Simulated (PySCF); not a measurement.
# First-order multiplets

Atoms are numbered as in `[CH2:1]=[C:2]([F:3])[F:4]`. Each H is labelled by its parent atom.

PySCF 2.14.0 with density-fitted response routines calculation with NMR shieldings at PBE0/pcSseg-1/GIAO, J couplings at B3LYP/pcJ-1 and GFN2-xTB structure; no relativistic terms, isolated molecule, fast rotation and ring inversion assumed for equivalent nuclei, single conformer.

Chemical shifts δ = σref − σ; TMS for 13C (σref 186.93), all at this level.

Spectrometer: 500 MHz for 1H. First-order analysis; couplings under 1 Hz (under 4 Hz in carbon signals) are ignored, and nearly equal couplings are merged; the smaller ones broaden or split the lines further.

(1) What pattern does C2 show in the proton-coupled 13C spectrum?

(2) What pattern does C1 show in the proton-coupled 13C spectrum?

Answers

(1) A triplet at δ 174.0: 374.0 Hz to F3/F4 (2 × 19F, 1 bond away). Lines in Hz from the centre (relative intensity): +374.0 (1), +0.0 (2), -374.0 (1). The outer lines are 748.0 Hz apart, the sum of the couplings kept, or 5.949 ppm at this field.

(2) A triplet of triplets at δ 66.8: 175.0 Hz to H(C1) (2 × 1H, 1 bond away), 25.2 Hz to F3/F4 (2 × 19F, 2 bonds away). Lines in Hz from the centre (relative intensity): +200.2 (1), +175.0 (2), +149.8 (1), +25.2 (2), +0.0 (4), -25.2 (2), -149.8 (1), -175.0 (2), -200.2 (1). The outer lines are 400.4 Hz apart, the sum of the couplings kept, or 3.185 ppm at this field.
